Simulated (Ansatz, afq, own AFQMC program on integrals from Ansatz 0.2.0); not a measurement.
**HBrO, triplet in cc-pVTZ, levels against CCSDT(Q)**

```xyz
3

Br    0.0000    0.0000   -1.6067
H     0.0000    0.0000    0.1103
O     0.0000    0.0000    1.4963
```

Connectivity, by distances: BrH ··· O.

Basis cc-pVTZ. Noble-gas cores (and the filled d shells of Ga–Kr and In–Xe) are frozen. AFQMC by an in-house program on the Cholesky factors that Ansatz 0.2.0 writes for its CCSD(T) run. ph-AFQMC/CISD is guided by a CISD state made of CCSD amplitudes; releasing the constraint for a short imaginary time cuts its bias at the price of noise, slowly where states lie close. Uncertainties: one standard error, sampling alone. No spin–orbit coupling.

Determinant: UHF, the one that the program's search chose, which needn't be the lowest solution. The geometry is a point of a scan.

No full CI on the walks' own integrals is used here; CCSDT(Q) serves as the reference and is uncertain by about the last step of the cluster series.

Cautions: no relativity below Rb; no spin-orbit coupling; inner d shell frozen; lower spins were not checked; the search met a lower determinant of the same kind, perhaps of another symmetry (115 meV lower); unrestricted determinant spin contaminated (⟨S²⟩ 2.11 against 2.00); the released energies are still falling, so no released level is given (meV from the phaseless value at times in 1/Eh: -15 ± 4 at 0.24, -28 ± 5 at 0.51, -37 ± 4 at 0.99, -30 ± 9 at 1.62, -57 ± 10 at 2.40), though the last usable value meets CCSDT(Q) within the noise.

```
T1 diagnostic                               : 0.0254
weight of the determinant in the CISD state : 0.860
⟨S²⟩ of the determinant                     : 2.111
size of the correlated space                : 14 electrons in 72 orbitals
```

Reference: CCSDT(Q), correlation energy -10.461 eV.

```tsv
level	E − E(reference) (kJ/mol)	share of correlation (%)
HF	1009.3	0.00
MP2	144.4	85.69
CCSD	37.7	96.26
CCSD(T)	5.1	99.49
CCSDT	1.6	99.84
ph-AFQMC/CISD	4.3 ± 0.4	99.58
```

A walk keeps the symmetry of its determinant, which the program's search chose and which needn't be the lowest solution, so a lower state of the same spin and another symmetry isn't excluded.
